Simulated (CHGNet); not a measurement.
# bcc Ba

Method: the machine-learned potential CHGNet 0.3.0 (trained on PBE and PBE+U data).

Cell (relaxed at this level):

```cif
data_Ba2
_chemical_formula_sum 'Ba2'
_space_group_name_H-M_alt 'Im-3m'
_space_group_IT_number 229
_space_group_name_Hall '-I 4 2 3'
_cell_length_a 5.03156
_cell_length_b 5.03156
_cell_length_c 5.03156
_cell_angle_alpha 90.000
_cell_angle_beta 90.000
_cell_angle_gamma 90.000
loop_
_atom_site_label
_atom_site_type_symbol
_atom_site_symmetry_multiplicity
_atom_site_Wyckoff_symbol
_atom_site_fract_x
_atom_site_fract_y
_atom_site_fract_z
_atom_site_occupancy
Ba1 Ba 2 a 0.00000 0.00000 0.00000 1
```
(The calculation used a cell of 1 atom; values per cell refer to that cell.)

```yaml
equilibrium_lattice_constant_a: 5.032 Å
equilibrium_volume_per_atom: 63.69 Å³/atom
```

Measured, for comparison: lattice constant a 4.995 Å (low-temperature or extrapolated to 0 K; zero-point anharmonic expansion removed, our sources range from 4.995 to 5.004; as tabulated in Csonka et al. (2009), arXiv:0903.4037); equilibrium volume per atom 62.31 Å³/atom (low-temperature or extrapolated to 0 K; zero-point anharmonic expansion removed; as tabulated in Csonka et al. (2009), arXiv:0903.4037). Computed (rounded) less measured: lattice constant a +0.7 % (+0.6 % to +0.7 % over the range), equilibrium volume per atom +2.2 %.

A machine-learned potential is trained on density-functional data: it inherits that level's misses and adds fitting errors of its own.
